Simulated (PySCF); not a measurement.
**One shape, several levels: CH5Si (SMILES C[SiH2])**

Aim: a comparison of 6 runs (U-r2SCAN/STO-3G, UB3LYP/STO-3G, UM06-2X/STO-3G, UCCSDT/STO-3G, ROCCSD(T)/STO-3G, FCI/STO-3G) of CH5Si. Input form: a Python script.

Program for the calculation: PySCF 2.14.0.

2 further runs of the same task are left out: 2 set aside as unsound or not needed.

**1. The structure to begin with**

The species is CH5Si (7 atoms), meant as a doublet with charge 0. SMILES: `C[SiH2]`. The coordinates come from a PBE0-D4/def2-TZVP relaxation.

Bond lengths: C1–Si2 1.875 Å, C1–H3 1.094 Å, C1–H4 1.092 Å, C1–H5 1.092 Å, Si2–H6 1.491 Å, Si2–H7 1.490 Å. Angles: C1–Si2–H6 111.8°, C1–Si2–H7 111.8°, Si2–C1–H3 110.5°, Si2–C1–H4 110.8°, Si2–C1–H5 110.8°, H6–Si2–H7 109.5°, H3–C1–H4 108.1°, H3–C1–H5 108.2°, H4–C1–H5 108.3°.

**2. A single-point energy at U-r2SCAN/STO-3G (run 1)**

File input.py:

```python
from pyscf import gto, dft

mol = gto.Mole()
mol.atom = '''
C     -0.231680    -1.517828     0.179902
Si     0.332970     1.955489     0.593374
H     -0.387016    -1.993472    -1.826609
H      1.321297    -2.614058     0.981713
H     -1.978732    -2.093250     1.113994
H     -1.798074     3.489190    -0.426511
H      2.741237     2.774118    -0.616051
'''
mol.max_memory = 1860
mol.verbose = 3
mol.basis = 'sto-3g'
mol.spin = 1
mol.unit = 'bohr'
mol.charge = 0
mol.build()

mf = dft.UKS(mol)
mf.xc = 'r2scan'
mf.grids.level = 5
mf.conv_tol = 1e-10
mf.kernel()
if not mf.converged:
    mf = mf.newton().run(mf.mo_coeff, mf.mo_occ)

e_final = mf.e_tot
print('E(%s) = %.9f' % ('R2SCAN', e_final))
```

Started as:

```bash
$ OMP_NUM_THREADS=1 python input.py
```

Output:

```text
WARN: HOMO -0.10677066679449 >= LUMO -0.106770666794492

converged SCF energy = -326.661635153024  <S^2> = 0.75137023  2S+1 = 2.0013698
E(R2SCAN) = -326.661635153
```

Wall time 6.9 s (1 thread of Arm Neoverse V2, shared host); peak memory 0.23 GiB.

**3. A single-point energy at UB3LYP/STO-3G (run 2)**

File input.py:

```python
from pyscf import gto, dft

system = gto.M(
    atom='''
C       -0.122600      -0.803200       0.095200
Si       0.176200       1.034800       0.314000
H       -0.204800      -1.054900      -0.966600
H        0.699200      -1.383300       0.519500
H       -1.047100      -1.107700       0.589500
H       -0.951500       1.846400      -0.225700
H        1.450600       1.468000      -0.326000
''',
    spin=1,
    max_memory=1860,
    verbose=3,
    basis='sto-3g',
)

mf = dft.UKS(system, xc='b3lyp')
mf.conv_tol = 1e-10
mf.grids.level = 5
mf.kernel()
if not mf.converged:
    mf = mf.newton().run(mf.mo_coeff, mf.mo_occ)

e_final = mf.e_tot
print(f'total energy: {e_final:.8f} hartree')
```

Started as:

```bash
$ OMP_NUM_THREADS=1 python input.py
```

Output:

```text
WARN: HOMO -0.0974738222307474 >= LUMO -0.0974738222307469

converged SCF energy = -326.716671825438  <S^2> = 0.75046658  2S+1 = 2.0004665
total energy: -326.71667183 hartree
```

Wall time 4.5 s (1 thread of Arm Neoverse V2, shared host); peak memory 0.21 GiB.

**4. The energy at UM06-2X/STO-3G (run 3)**

File run.py:

```python
# C[SiH2]
from pyscf import gto, dft

mol = gto.M(
    atom='''
C     -0.122600    -0.803200     0.095200
Si     0.176200     1.034800     0.314000
H     -0.204800    -1.054900    -0.966600
H      0.699200    -1.383300     0.519500
H     -1.047100    -1.107700     0.589500
H     -0.951500     1.846400    -0.225700
H      1.450600     1.468000    -0.326000
''',
    spin=1,
    basis='sto-3g',
    verbose=3,
    max_memory=1860,
    charge=0,
)

myscf = dft.UKS(mol, xc='m06-2x')
myscf.grids.level = 5
myscf.conv_tol = 1e-10
myscf.kernel()
if not myscf.converged:
    myscf = myscf.newton().run(myscf.mo_coeff, myscf.mo_occ)

etot = myscf.e_tot
print('Final energy', etot)
```

Started as:

```bash
$ OMP_NUM_THREADS=1 python run.py
```

Output:

```text
WARN: HOMO -0.0794743099662999 >= LUMO -0.0794743099662982

converged SCF energy = -326.710016306741  <S^2> = 0.75103268  2S+1 = 2.0010324
Final energy -326.71001630674067
```

It took 6.3 s on 1 thread of Arm Neoverse V2, shared host; peak memory 0.24 GiB.

Runs 4 to 5 aren't shown in full; the table further down has their settings and results.

**5. A single-point energy at FCI/STO-3G (run 6)**

File job.py:

```python
# C[SiH2]
from pyscf import gto, scf, mcscf

mol = gto.M(
    atom='''
C   -0.122600  -0.803200   0.095200
Si   0.176200   1.034800   0.314000
H   -0.204800  -1.054900  -0.966600
H    0.699200  -1.383300   0.519500
H   -1.047100  -1.107700   0.589500
H   -0.951500   1.846400  -0.225700
H    1.450600   1.468000  -0.326000
''',
    spin=1,
    max_memory=1860,
    verbose=4,
    basis='sto-3g',
)

myscf = scf.ROHF(mol)
myscf.conv_tol = 1e-10
myscf.kernel()
if not myscf.converged:
    myscf = myscf.newton().run(myscf.mo_coeff, myscf.mo_occ)

cas = mcscf.CASCI(myscf, myscf.mo_coeff.shape[-1] - 6, (mol.nelec[0] - 6, mol.nelec[1] - 6))  # full CI above the frozen core
cas.fix_spin_(ss=0.75)
cas.kernel()
energy = cas.e_tot
print('E = %.10f Eh' % energy)
```

Started as:

```bash
$ OMP_NUM_THREADS=1 python job.py
```

Output:

```text
PySCF version 2.14.0

[INPUT] num. atoms = 7
[INPUT] num. electrons = 25
[INPUT] charge = 0
[INPUT] spin (= nelec alpha-beta = 2S) = 1
[INPUT] symmetry False subgroup None
[INPUT] Mole.unit = angstrom
[INPUT] Symbol           X                Y                Z      unit          X                Y                Z       unit  Magmom
[INPUT]  1 C     -0.122600000000  -0.803200000000   0.095200000000 AA   -0.231680422872  -1.517828023251   0.179901927059 Bohr   0.0
[INPUT]  2 Si     0.176200000000   1.034800000000   0.314000000000 AA    0.332969743148   1.955488593700   0.593374003113 Bohr   0.0
[INPUT]  3 H     -0.204800000000  -1.054900000000  -0.966600000000 AA   -0.387015910311  -1.993472088804  -1.826609272005 Bohr   0.0
[INPUT]  4 H      0.699200000000  -1.383300000000   0.519500000000 AA    1.321296506296  -2.614058148111   0.981712721712 Bohr   0.0
[INPUT]  5 H     -1.047100000000  -1.107700000000   0.589500000000 AA   -1.978732225032  -2.093249628181   1.113993550431 Bohr   0.0
[INPUT]  6 H     -0.951500000000   1.846400000000  -0.225700000000 AA   -1.798074407524   3.489190316397  -0.426511186314 Bohr   0.0
[INPUT]  7 H      1.450600000000   1.468000000000  -0.326000000000 AA    2.741236716294   2.774117950862  -0.616050716608 Bohr   0.0

nuclear repulsion = 55.6830771437523
number of shells = 13
number of NR pGTOs = 57
number of NR cGTOs = 19
basis = sto-3g
ecp = {}

******** <class 'pyscf.scf.rohf.ROHF'> ********
method = ROHF
initial guess = minao
damping factor = 0
level_shift factor = 0
DIIS = <class 'pyscf.scf.diis.CDIIS'>
diis_start_cycle = 1
diis_space = 8
diis_damp = 0
SCF conv_tol = 1e-10
SCF conv_tol_grad = None
SCF max_cycles = 50
direct_scf = True
direct_scf_tol = 1e-13
num. doubly occ = 12  num. singly occ = 1
Set gradient conv threshold to 1e-05
init E= -325.494687659039
  HOMO = -0.0185393322980224  LUMO = 0.380428776174527  gap/eV = 10.85648
cycle= 1 E= -325.849879187631  delta_E= -0.355  |g|= 0.135  |ddm|= 2.05
  HOMO = 0.0165110394543561  LUMO = 0.526017900481998  gap/eV = 13.86439
cycle= 2 E= -325.865467926218  delta_E= -0.0156  |g|= 0.0303  |ddm|= 0.288
  HOMO = -0.000247213462480467  LUMO = 0.522840671323302  gap/eV = 14.23395
cycle= 3 E= -325.866182852717  delta_E= -0.000715  |g|= 0.00449  |ddm|= 0.0653
  HOMO = 0.00088779112323889  LUMO = 0.524779126141916  gap/eV = 14.25581
cycle= 4 E= -325.866192259268  delta_E= -9.41e-06  |g|= 0.000731  |ddm|= 0.0069
  HOMO = 0.00119173993959609  LUMO = 0.524646580829994  gap/eV = 14.24393
cycle= 5 E= -325.866192662577  delta_E= -4.03e-07  |g|= 0.000159  |ddm|= 0.00191
  HOMO = 0.00113457507176362  LUMO = 0.524612104557379  gap/eV = 14.24455
cycle= 6 E= -325.866192675734  delta_E= -1.32e-08  |g|= 2.35e-05  |ddm|= 0.000277
  HOMO = 0.00113306471041741  LUMO = 0.524612245081062  gap/eV = 14.24459
cycle= 7 E= -325.866192676125  delta_E= -3.92e-10  |g|= 3.4e-06  |ddm|= 4.52e-05
  HOMO = 0.00113184880080131  LUMO = 0.524611630213846  gap/eV = 14.24461
cycle= 8 E= -325.866192676133  delta_E= -7.9e-12  |g|= 3.93e-07  |ddm|= 6.99e-06
  HOMO = 0.00113186504761598  LUMO = 0.524611514954982  gap/eV = 14.24461
Extra cycle  E= -325.866192676134  delta_E= -7.96e-13  |g|= 1.14e-07  |ddm|= 6.13e-07
converged SCF energy = -325.866192676134

******** <class 'pyscf.mcscf.casci.CASCI'> ********
CAS (7e+6e, 13o), ncore = 6, nvir = 0
natorb = False
canonicalization = True
sorting_mo_energy = False
******** <class 'pyscf.fci.addons.SpinPenaltyFCISolver'> ********
max. cycles = 200
conv_tol = 1e-08
davidson only = True
linear dependence = 1e-12
level shift = 0.001
max iter space = 12
nroots = 1
pspace_size = 400
spin = None
Density matrix diagonal elements [1.98445961 1.98012877 1.97516704 1.97463775 1.96632737 1.96721445
 1.00016723 0.03409933 0.02677169 0.02389351 0.02339543 0.02254178
 0.02119603]
CASCI converged
CASCI E = -325.986746681577  E(CI) = -31.3360448938527  S^2 = 0.7500000
E = -325.9867466816 Eh
```

Wall time 61 s (1 thread of Arm Neoverse V2, shared host); peak memory 0.71 GiB.

**6. The series**

```
run             level  integration grid  frozen core orbitals  energy (Eh)  dipole moment (D) of the reference  HOMO energy (eV)  LUMO energy (eV)  wall time
  1   U-r2SCAN/STO-3G                 5                     –  -326.661635                                0.47             -2.08              1.18      6.9 s
  2     UB3LYP/STO-3G                 5                     –  -326.716672                                0.44             -2.73              1.24      4.5 s
  3    UM06-2X/STO-3G                 5                     –  -326.710016                                0.52             -4.09              3.10      6.3 s
  4     UCCSDT/STO-3G                 –                     6  -325.986652                                0.66             -6.31              6.68      1.4 s
  5  ROCCSD(T)/STO-3G                 –                     6  -325.986379                                0.64                 –                 –     0.64 s
  6        FCI/STO-3G                 –                     6  -325.986747                                0.64                 –                 –       61 s
```

**7. Outcome**

| quantity | value |
| --- | --- |
| run 6: total energy | -325.98675 Eh |
| run 6: dipole moment (Hartree–Fock density) | 0.64 D |
| run 6: correlation energy (6 core orbitals frozen) | -120.6 mEh |

In words: Against full CI in this basis: UCCSDT +0.1 mEh; ROCCSD(T) +0.4 mEh. Over runs 1, 2, 3 the dipole moment (its size) runs from 0.44 D (UB3LYP/STO-3G) to 0.52 D (UM06-2X/STO-3G). Totals of different functionals can't be ranked against each other. In runs 1, 2, 3, 4, 5, 6 the basis is minimal, so the values are rough. All runs together took 81 s, the longest 61 s.
